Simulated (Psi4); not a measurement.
**BNH3S (SMILES N[B]S), step by step**

Wanted: a structure relaxation (UCAM-B3LYP-D3(BJ)/def2-SVP), then vibrational wavenumbers, then the energy (USCS-MP2/aug-cc-pVDZ), then the vertical excitations (TDA-CAM-B3LYP/def2-SVP) of BNH3S. 

Program for the calculation: Psi4 1.11.

## Step 1: The molecule

The species is BNH3S (6 atoms), meant as a doublet with charge 0. SMILES: `N[B]S`. All atoms were displaced at random from a relaxed shape. This is a higher conformer, about 7 kJ/mol above the lowest found by a separate search. The run starts from this shape.

Bond lengths: N1–B2 1.344 Å, B2–S3 1.829 Å, N1–H4 1.082 Å, N1–H5 0.892 Å, S3–H6 1.233 Å. Angles: N1–B2–S3 119.8°, B2–N1–H4 109.9°, B2–N1–H5 131.6°, B2–S3–H6 104.5°, H4–N1–H5 118.5°.

## Step 2: A structure relaxation at UCAM-B3LYP-D3(BJ)/def2-SVP (density fitting) (run 1)

input.inp

```
memory 1600 mb

molecule {
  0 2
  N
  B 1 1.343731
  S 2 1.829214 1 119.82393
  H 1 1.081763 2 109.85425 3 176.522
  H 1 0.891685 4 118.53025 2 -179.29719
  H 3 1.233447 2 104.46678 1 3.07995
}

set globals {
  basis def2-SVP
  reference uks
  geom_maxiter 60
}

result, w = opt("cam-b3lyp-d3bj2b", return_wfn=True)
```

Run with:

```sh
$ psi4 -n 1 input.inp input.out
```

input.out:

```text
[...]
  Running in c1 symmetry.
[...]
  Nuclear repulsion =   83.664710642684568
[...]
  Multiplicity = 2
[...]
  Nalpha       = 16
  Nbeta        = 15
[...]
    Number of basis functions: 61
[...]
   @DF-UKS iter   1:  -479.14268495916457   -1.54532e-01   1.08422e-02 DIIS/ADIIS
[...]
   @DF-UKS iter   8:  -479.37752447785158   -1.11413e-11   6.88276e-09 DIIS
[...]
   @S^2 Observed:                7.527242750E-01
[...]
  @DF-UKS Final Energy:  -479.37752447785158
   => Energetics <=
    Nuclear Repulsion Energy =             81.5035596365974300
    One-Electron Energy =                -820.7936222852040373
    Two-Electron Energy =                 288.2496970877697322
    DFT Exchange-Correlation Energy =     -28.3341339136781443
    Empirical Dispersion Energy =          -0.0030250033365028
    VV10 Nonlocal Energy =                  0.0000000000000000
    Total Energy =                       -479.3775244778515798
[...]
 Multipole Moments:
 ------------------------------------------------------------------------------------
     Multipole            Electronic (a.u.)      Nuclear  (a.u.)        Total (a.u.)
 ------------------------------------------------------------------------------------
 L = 1.  Multiply by 2.5417464519 to convert [e a0] to [Debye]
 Dipole X            :          0.0000657            0.0000050            0.0000707
 Dipole Y            :          0.6186230           -0.8498384           -0.2312153
 Dipole Z            :          2.5491898           -3.7664394           -1.2172496
 Magnitude           :                                                    1.2390146
[...]
  -Total Gradient:
     Atom            X                  Y                   Z
    ------   -----------------  -----------------  -----------------
       1       -0.000003745411    -0.000052366272     0.000002805110
       2        0.000001765607     0.000018095561     0.000000454434
       3        0.000000448226    -0.000028929493     0.000010986801
       4        0.000000057216     0.000048432799    -0.000045540914
       5        0.000002663774     0.000042281159     0.000038603614
       6       -0.000001197090     0.000030406256     0.000005530372
[...]
```

Standard output:

```text
Optimizer: Optimization complete!
```

Run time: 68 s. Hardware: 1 thread of Intel Xeon Platinum 8259CL at 2.50GHz (Skylake/Cascade Lake), shared host; peak memory 0.48 GiB.

Step by step:

```tsv
step	energy from the first frame kept (eV)	largest force (eV/Å)
0	0.0000	10.6129
1	-0.9791	1.8383
2	-1.0401	0.5210
3	-1.0492	0.2073
4	-1.0499	0.0339
5	-1.0500	0.0100
6	-1.0500	0.0034
```

After the run. Bond lengths: N1–B2 1.382 Å, B2–S3 1.787 Å, N1–H4 1.013 Å, N1–H5 1.017 Å, S3–H6 1.360 Å. Angles: N1–B2–S3 131.3°, B2–N1–H4 122.6°, B2–N1–H5 123.9°, B2–S3–H6 99.3°, H4–N1–H5 113.5°.

## Step 3: Vibrational wavenumbers at UCAM-B3LYP-D3(BJ)/def2-SVP (density fitting) (run 2)

calc.in

```
memory 1600 mb

molecule {
  0 2
  N     -0.385330     0.184957    -0.853060
  B     -0.480932    -0.364577     0.411408
  S      0.710683    -0.484778     1.737869
  H     -1.156001     0.180717    -1.509990
  H      0.454351     0.629780    -1.215952
  H      1.766951     0.131211     1.141734
  symmetry c1
}

set globals {
  basis                      def2-SVP
  reference                  uks
  t                          298.15
  rotational_symmetry_number 1
}

E, wfn = freq("cam-b3lyp-d3(bj)", return_wfn=True)
```

Run with:

```sh
$ psi4 -n 1 calc.in calc.out
```

calc.out:

```text
[...]
  Running in c1 symmetry.
[...]
  Nuclear repulsion =   81.503553352111354
[...]
  Multiplicity = 2
[...]
  Nalpha       = 16
  Nbeta        = 15
[...]
    Number of basis functions: 61
[...]
   @DF-UKS iter   1:  -479.18967839370220   -2.85158e-01   1.04052e-02 ADIIS/DIIS
[...]
   @DF-UKS iter  13:  -479.37752337185128   -3.80851e-12   5.82876e-09 DIIS
[...]
   @S^2 Observed:                7.527257508E-01
[...]
  @DF-UKS Final Energy:  -479.37752337185128
   => Energetics <=
    Nuclear Repulsion Energy =             81.5055045084547771
    One-Electron Energy =                -820.7966075409287896
    Two-Electron Energy =                 288.2507729144313657
    DFT Exchange-Correlation Energy =     -28.3341679706522775
    Empirical Dispersion Energy =          -0.0030252831563534
    VV10 Nonlocal Energy =                  0.0000000000000000
    Total Energy =                       -479.3775233718512823
[...]
  -Total Gradient:
     Atom            X                  Y                   Z
    ------   -----------------  -----------------  -----------------
       1        0.000445200944     0.000282699877    -0.000349610707
       2        0.000102042164     0.000068191746    -0.000061411542
       3       -0.000274704018    -0.000209730710     0.000284689830
       4       -0.000110665934    -0.000031689336    -0.000016456031
       5       -0.000445624485    -0.000297390869     0.000373019667
       6        0.000227928274     0.000167729141    -0.000229154703
[...]
  ==> Harmonic Vibrational Analysis <==
[...]
  Freq [cm^-1]                 293.4361            320.6843            486.5482
[...]
  IR activ [km/mol]             0.0247              2.7372             39.4173
[...]
  Freq [cm^-1]                 515.6078            674.5317            791.0642
[...]
  IR activ [km/mol]            149.0909             8.0278             10.4409
[...]
  Freq [cm^-1]                 986.7894           1380.9383           1580.8275
[...]
  IR activ [km/mol]            30.7031             107.4307            125.3584
[...]
  Freq [cm^-1]                2600.1707           3558.1428           3680.5720
[...]
  IR activ [km/mol]            41.4374             17.4765             64.9121
[...]
  Total E_0, Enthalpy at 0 [K]                                                         -479.33909335 [Eh]
[...]
  Total H, Enthalpy at  298.15 [K]                                                     -479.33379150 [Eh]
[...]
  Total G, Gibbs energy at  298.15 [K]                                                 -479.36564623 [Eh]
[...]
```

On the terminal:

```text
Warning: used thermodynamics relations inappropriate for low-frequency modes: ['293.4361' '320.6843' '486.5482' '515.6078']
```

Wall time 5.4 min (1 thread of Intel Xeon Platinum 8259CL at 2.50GHz (Skylake/Cascade Lake), shared host); peak memory 0.46 GiB.

## Step 4: The energy at USCS-MP2/aug-cc-pVDZ (density fitting) (run 3)

bh3ns.dat

```
memory 1.6 GB

molecule {
  0 2
  N
  B 1 R2
  S 2 R3 1 A3
  H 1 R4 2 A4 3 D4
  H 1 R5 4 A5 2 D5
  H 3 R6 2 A6 1 D6

  R2 = 1.38203
  R3 = 1.787147
  A3 = 131.27745
  R4 = 1.012674
  A4 = 122.63037
  D4 = 179.99928
  R5 = 1.017164
  A5 = 113.49245
  D5 = -179.98754
  R6 = 1.360339
  A6 = 99.32372
  D6 = -0.00842
  units angstrom
}

set reference uhf
set freeze_core true

E = energy('scs-mp2/aug-cc-pVDZ')
```

Run with:

```sh
$ psi4 bh3ns.dat bh3ns.out -n 1
```

bh3ns.out:

```text
[...]
  Running in c1 symmetry.
[...]
  Nuclear repulsion =   81.503543849957282
[...]
  Multiplicity = 2
[...]
  Nalpha       = 16
  Nbeta        = 15
[...]
    Number of basis functions: 100
[...]
   @UHF iter   1:  -478.31085973001353   -5.90107e-01   4.82882e-03 DIIS/ADIIS
[...]
   @UHF iter  15:  -478.44173189162842   -6.08225e-12   5.50688e-09 DIIS
[...]
   @S^2 Observed:                7.571397240E-01
[...]
    Orbital Energies [Eh]
    ---------------------
    Alpha Occupied:
       1A    -91.955240     2A    -15.577742     3A     -8.959179
       4A     -7.649526     5A     -6.640631     6A     -6.639520
       7A     -6.637874     8A     -1.179232     9A     -0.980522
      10A     -0.717570    11A     -0.693679    12A     -0.596898
      13A     -0.470570    14A     -0.468697    15A     -0.374340
      16A     -0.334109
    Alpha Virtual:
      17A      0.032241    18A      0.046170    19A      0.058242
      20A      0.059721    21A      0.071483    22A      0.080675
      23A      0.100405    24A      0.134669    25A      0.136464
[...]
  @UHF Final Energy:  -478.44173189162842
   => Energetics <=
    Nuclear Repulsion Energy =             81.5035438499572820
    One-Electron Energy =                -820.5616388578768010
    Two-Electron Energy =                 260.6163631162910974
    Total Energy =                       -478.4417318916284216
  UHF NO Occupations:
  HONO-2 :   14  A 1.9985331
  HONO-1 :   15  A 1.9985160
[...]
 Multipole Moments:
 ------------------------------------------------------------------------------------
     Multipole            Electronic (a.u.)      Nuclear  (a.u.)        Total (a.u.)
 ------------------------------------------------------------------------------------
 L = 1.  Multiply by 2.5417464519 to convert [e a0] to [Debye]
 Dipole X            :          0.0000674            0.0000050            0.0000724
 Dipole Y            :          0.6992071           -0.8498375           -0.1506304
 Dipole Z            :          2.6415672           -3.7664396           -1.1248724
 Magnitude           :                                                    1.1349129
[...]
	SCS-MP2 Total Energy (a.u.)        :  -478.82130622385989
	SOS-MP2 Total Energy (a.u.)        :  -478.78864700537491
	SCSN-MP2 Total Energy (a.u.)       :  -478.61417256522913
[...]
	SOS-PI-MP2 Total Energy (a.u.)     :  -478.84646619099931
[...]
	MP2 Total Energy (a.u.)            :  -478.82880547520546
[...]
```

Run time: 17 s. Hardware: 1 thread of Intel Xeon Platinum 8259CL at 2.50GHz (Skylake/Cascade Lake), shared host; peak memory 0.62 GiB.

## Step 5: The vertical excitations at TDA-CAM-B3LYP/def2-SVP (density fitting, save jk yes) (run 4)

job.inp

```
memory 1.6 GB

molecule {
  0 2
  N     -0.385330     0.184957    -0.853060
  B     -0.480932    -0.364577     0.411408
  S      0.710683    -0.484778     1.737869
  H     -1.156001     0.180717    -1.509990
  H      0.454351     0.629780    -1.215952
  H      1.766951     0.131211     1.141734
}

set basis def2-SVP
set reference uks
set save_jk true

from psi4.driver.procrouting.response.scf_response import tdscf_excitations
energy_value, wavefunction = energy('cam-b3lyp', return_wfn=True)
states = tdscf_excitations(wavefunction, states=6, tda=True)
```

Run with:

```sh
$ psi4 -n 1 job.inp job.out
```

job.out:

```text
[...]
  Running in c1 symmetry.
[...]
  Nuclear repulsion =   81.503553352111354
[...]
  Multiplicity = 2
[...]
  Nalpha       = 16
  Nbeta        = 15
[...]
    Number of basis functions: 61
[...]
   @DF-UKS iter   1:  -479.18665339245700   -2.85158e-01   1.04052e-02 ADIIS/DIIS
[...]
   @DF-UKS iter   9:  -479.37449946402540   -6.38367e-08   8.35313e-07 DIIS
[...]
   @S^2 Observed:                7.527225690E-01
[...]
  @DF-UKS Final Energy:  -479.37449946402540
   => Energetics <=
    Nuclear Repulsion Energy =             81.5035533521113535
    One-Electron Energy =                -820.7935814545066933
    Two-Electron Energy =                 288.2496591274027651
    DFT Exchange-Correlation Energy =     -28.3341304890328196
    Empirical Dispersion Energy =           0.0000000000000000
    VV10 Nonlocal Energy =                  0.0000000000000000
    Total Energy =                       -479.3744994640254049
[...]
 Multipole Moments:
 ------------------------------------------------------------------------------------
     Multipole            Electronic (a.u.)      Nuclear  (a.u.)        Total (a.u.)
 ------------------------------------------------------------------------------------
 L = 1.  Multiply by 2.5417464519 to convert [e a0] to [Debye]
 Dipole X            :         -0.7627921            1.0661426            0.3033505
 Dipole Y            :         -1.1741503            1.7182232            0.5440729
 Dipole Z            :          2.2182748           -3.2892759           -1.0710011
 Magnitude           :                                                    1.2389835
[...]
**********                               WARNING                                **********
**********       The names of excited state variables changed between 1.5       **********
[...]
**********                               WARNING                                **********
**********  Length-gauge rotatory strengths are **NOT** gauge-origin invariant  **********
[...]
                                    Excitation Energy         Total Energy        Oscillator Strength             Rotatory Strength
[...]
Excited State    1 (1 A):   0.15189 au   299.97 nm f = 0.0164
[...]
Excited State    3 (1 A):   0.21151 au   215.42 nm f = 0.0576
[...]
Excited State    4 (1 A):   0.22018 au   206.94 nm f = 0.0054
[...]
Excited State    5 (1 A):   0.22027 au   206.85 nm f = 0.0098
[...]
Excited State    6 (1 A):   0.22448 au   202.98 nm f = 0.0094
[...]
**********                               WARNING                                **********
**********       The names of excited state variables changed between 1.5       **********
[...]
```

Run time: 34 s. Hardware: 1 thread of Intel Xeon Platinum 8259CL at 2.50GHz (Skylake/Cascade Lake), shared host; peak memory 0.45 GiB.

The roots found:

```tsv
excited state	energy (eV)	strength	label
1	4.133	0.0164	A 1
2	4.295	0.0012	A 1
3	5.755	0.0576	A 1
4	5.991	0.0054	A 1
5	5.994	0.0098	A 1
6	6.108	0.0094	A 1
```

## Step 6: Outcome

| quantity | value |
| --- | --- |
| run 1, UCAM-B3LYP-D3(BJ)/def2-SVP: total energy at the end | -479.37752 Eh |
| run 1, UCAM-B3LYP-D3(BJ)/def2-SVP: dipole moment | 3.15 D |
| run 1, UCAM-B3LYP-D3(BJ)/def2-SVP: HOMO energy (highest over α and β) | -6.85 eV |
| run 1, UCAM-B3LYP-D3(BJ)/def2-SVP: LUMO energy (lowest over α and β) | -0.19 eV |
| run 1, UCAM-B3LYP-D3(BJ)/def2-SVP: dispersion energy | -7.94 kJ/mol |
| run 1, UCAM-B3LYP-D3(BJ)/def2-SVP: ⟨S²⟩ | 0.753 |
| run 2, UCAM-B3LYP-D3(BJ)/def2-SVP: lowest harmonic wavenumber | 293 cm⁻¹ |
| run 2, UCAM-B3LYP-D3(BJ)/def2-SVP: highest harmonic wavenumber | 3681 cm⁻¹ |
| run 2, UCAM-B3LYP-D3(BJ)/def2-SVP: zero-point energy | 100.9 kJ/mol |
| run 2, UCAM-B3LYP-D3(BJ)/def2-SVP: ideal-gas entropy at 298.15 K (symmetry number 1 as used) | 67.0 cal/(mol K) |
| run 3, USCS-MP2/aug-cc-pVDZ: total energy | -478.82131 Eh |
| run 3, USCS-MP2/aug-cc-pVDZ: HOMO energy (Hartree–Fock orbitals) (highest over α and β) | -9.09 eV |
| run 3, USCS-MP2/aug-cc-pVDZ: LUMO energy (Hartree–Fock orbitals) (lowest over α and β) | 0.73 eV |
| run 3, USCS-MP2/aug-cc-pVDZ: correlation energy (7 core orbitals frozen) | -379.6 mEh |
| run 3, USCS-MP2/aug-cc-pVDZ: ⟨S²⟩ of the reference determinant | 0.757 |
| run 4, TDA-CAM-B3LYP/def2-SVP: ground-state or mean-field energy | -479.37450 Eh |
| run 4, TDA-CAM-B3LYP/def2-SVP: dipole moment (CAM-B3LYP Kohn–Sham density) | 3.15 D |
| run 4, TDA-CAM-B3LYP/def2-SVP: HOMO energy (CAM-B3LYP Kohn–Sham orbitals) (highest over α and β) | -6.85 eV |
| run 4, TDA-CAM-B3LYP/def2-SVP: LUMO energy (CAM-B3LYP Kohn–Sham orbitals) (lowest over α and β) | -0.19 eV |
| run 4, TDA-CAM-B3LYP/def2-SVP: ⟨S²⟩ of the reference determinant | 0.753 |
| run 4, TDA-CAM-B3LYP/def2-SVP: lowest excitation energy | 4.13 eV |

In words: The optimisation (run 1, UCAM-B3LYP-D3(BJ)/def2-SVP) took 7 steps and changed the energy by -1.050 eV. All 12 modes (run 2, UCAM-B3LYP-D3(BJ)/def2-SVP) are real, so the shape is a minimum at this level. The brightest of the 6 transitions from the ground state lies at 5.76 eV (215 nm, f = 0.058); the lowest, at 4.13 eV, has f = 0.016.
